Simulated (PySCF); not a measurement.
# NO2 (nitrogen dioxide) at 4 levels

Aim: a comparison of 4 runs (U-wB97X-V/STO-6G, UB2PLYP/STO-6G, UM06-2X/STO-6G, NEVPT2(3,3)/STO-6G) of NO2 (nitrogen dioxide). Input form: a Python script.

The calculation is run with PySCF 2.14.0.

1 further run of the same task is left out (it didn't finish).

## (1) The molecule

NO2: 3 atoms, total charge 0, spin state doublet. As SMILES, `[O]N=O`. The N2–O3 distance was set to 2.129 Å, away from the relaxed value. At this shape a bond of the SMILES string is far longer than usual.

Bond lengths: O1–N2 1.183 Å. A long bond or contact: N2–O3 2.129 Å.

## (2) The energy at U-wB97X-V/STO-6G (run 1)

run.py

```python
from pyscf import gto, dft

molecule = gto.M(
    atom=[
    ('O', (-0.047170, -1.962526, -0.232310)),
    ('N', (-0.522400, -0.889446, -0.378820)),
    ('O', (0.055690, 1.091300, 0.145270)),
],
    verbose=4,
    max_memory=1860,
    spin=1,
    basis='sto-6g',
)

mf = dft.UKS(molecule, xc='wb97x-v')
mf.nlcgrids.level = 1
mf.conv_tol = 1e-10
mf.grids.level = 5
mf.kernel()
if not mf.converged:
    mf = mf.newton().run(mf.mo_coeff, mf.mo_occ)

etot = mf.e_tot
print('E = %.10f Eh' % etot)
```

Launch:

```console
$ OMP_NUM_THREADS=1 python run.py
```

Log:

```text
PySCF version 2.14.0

[INPUT] num. atoms = 3
[INPUT] num. electrons = 23
[INPUT] charge = 0
[INPUT] spin (= nelec alpha-beta = 2S) = 1
[INPUT] symmetry False subgroup None
[INPUT] Mole.unit = angstrom
[INPUT] Symbol           X                Y                Z      unit          X                Y                Z       unit  Magmom
[INPUT]  1 O     -0.047170000000  -1.962526000000  -0.232310000000 AA   -0.089138381296  -3.708636652338  -0.439002275998 Bohr   0.0
[INPUT]  2 N     -0.522400000000  -0.889446000000  -0.378820000000 AA   -0.987192927473  -1.680809342590  -0.715866050508 Bohr   0.0
[INPUT]  3 O      0.055690000000   1.091300000000   0.145270000000 AA    0.105238847877   2.062258119738   0.274520514116 Bohr   0.0

nuclear repulsion = 49.9759065064599
number of shells = 9
number of NR pGTOs = 90
number of NR cGTOs = 15
basis = sto-6g
ecp = {}

[... 127 lines left out ...]
converged SCF energy = -204.042538456129  <S^2> = 1.3669589  2S+1 = 2.543194
E = -204.0425384561 Eh
```

Run time: 39 s. Hardware: 1 thread of Arm Neoverse V2, shared host; peak memory 0.18 GiB.

## (3) The energy at UB2PLYP/STO-6G (run 2)

run.py

```python
from pyscf import gto, dft, mp

system = gto.M(
    atom='''
O   -0.047170  -1.962526  -0.232310
N   -0.522400  -0.889446  -0.378820
O    0.055690   1.091300   0.145270
''',
    max_memory=1860,
    charge=0,
    verbose=3,
    basis='sto-6g',
    spin=1,
)

calc0 = dft.UKS(system)
calc0.xc = '0.53*HF + 0.47*B88, 0.73*LYP'
calc0.conv_tol = 1e-10
calc0.grids.level = 5
calc0.kernel()
if not calc0.converged:
    calc0 = calc0.newton().run(calc0.mo_coeff, calc0.mo_occ)

pt = mp.MP2(calc0, frozen=3).run()
energy = calc0.e_tot + 0.27 * pt.e_corr
print('PT2 part  %.8f' % (0.27 * pt.e_corr))
print('E(%s) = %.9f' % ('B2PLYP', energy))
```

Launch:

```console
$ OMP_NUM_THREADS=1 python run.py
```

Log:

```text
converged SCF energy = -203.764715845589  <S^2> = 0.75742021  2S+1 = 2.0074065
E(UMP2) = -204.11806429986  E_corr = -0.353348454271079
E(SCS-UMP2) = -204.139580436688  E_corr = -0.374864591099056
PT2 part  -0.09540408
E(B2PLYP) = -203.860119928
```

It took 8.1 s on 1 thread of Arm Neoverse V2, shared host; peak memory 0.18 GiB.

Run 3 isn't shown in full; the table further down has it.

## (4) A single-point energy at NEVPT2(3,3)/STO-6G (run 4)

calc.py

```python
import numpy
from pyscf import gto, scf, mp, mcscf, mrpt

molecule = gto.M(
    atom='''
O   -0.047170  -1.962526  -0.232310
N   -0.522400  -0.889446  -0.378820
O    0.055690   1.091300   0.145270
''',
    spin=1,
    verbose=3,
    basis='sto-6g',
    max_memory=1860,
)

myscf = molecule.ROHF()
myscf.conv_tol = 1e-10
myscf.kernel()
if not myscf.converged:
    myscf = myscf.newton().run(myscf.mo_coeff, myscf.mo_occ)

pt = mp.MP2(scf.addons.convert_to_uhf(myscf)).run()
noons, natorbs = mcscf.addons.make_natural_orbitals(pt)
print('natural occupations', numpy.round(noons[:40], 4))
cas = mcscf.CASSCF(myscf, 3, 3)
cas.fix_spin_(ss=0.75)
cas.natorb = True
cas.kernel(natorbs)
e_pt2 = mrpt.NEVPT(cas).kernel()
e_tot = cas.e_tot + e_pt2
print('E = %.10f Eh' % e_tot)
```

Launch:

```console
$ OMP_NUM_THREADS=1 python calc.py
```

Log:

```text
converged SCF energy = -203.14408661129
E(UMP2) = -203.292867884829  E_corr = -0.14878127353814
E(SCS-UMP2) = -203.289953921634  E_corr = -0.145867310343905
natural occupations [2.     2.     2.     1.9982 1.9975 1.9974 1.9945 1.992  1.9717 1.9702
 1.9263 1.027  0.0795 0.0313 0.0144]
CASSCF energy = -203.200251889318
CASCI E = -203.200251889318  E(CI) = -3.22790823478888  S^2 = 0.7500000
Sr    (-1)',   E = -0.00005513539862
Si    (+1)',   E = -0.01370372594728
Sijrs (0)  ,   E = -0.02675369381154
Sijr  (+1) ,   E = -0.01391126054516
Srsi  (-1) ,   E = -0.00028709365314
Srs   (-2) ,   E = -0.00013552396692
Sij   (+2) ,   E = -0.00263170933558
Sir   (0)' ,   E = -0.02566855599577
Nevpt2 Energy = -0.083146698654015
E = -203.2833985880 Eh
```

Wall time 0.74 s (1 thread of Arm Neoverse V2, shared host); peak memory 0.12 GiB.

## (5) Overview of the runs

```csv
run,level,nlc grid,frozen core orbitals,energy (Eh),dipole moment (D) of the reference,HOMO energy (eV),LUMO energy (eV),wall time
1,U-wB97X-V/STO-6G,1,–,-204.042538,0.79,-4.86,1.34,39 s
2,UB2PLYP/STO-6G,–,3,-203.860120,1.08,-4.63,0.93,8.1 s
3,UM06-2X/STO-6G,–,–,-203.998353,1.21,-3.94,0.04,24 s
4,"NEVPT2(3,3)/STO-6G",–,–,-203.283399,0.60,–,–,0.74 s
```

## (6) What came out

| quantity | value |
| --- | --- |
| run 4: total energy | -203.28340 Eh |
| run 4: dipole moment (Hartree–Fock density) | 0.60 D |

Over runs 1, 2, 3 the dipole moment (its size) runs from 0.79 D (U-wB97X-V/STO-6G) to 1.21 D (UM06-2X/STO-6G). Totals of different functionals can't be ranked against each other. In runs 1, 2, 3, 4 the basis is minimal, so the values are rough. Spin contamination of the reference: run 1 ⟨S²⟩ = 1.37, run 3 ⟨S²⟩ = 1.01. Where it is this large, the reference is a mixture of spin states, and values that rest on it are in doubt. All runs together took 72 s, the longest 39 s.
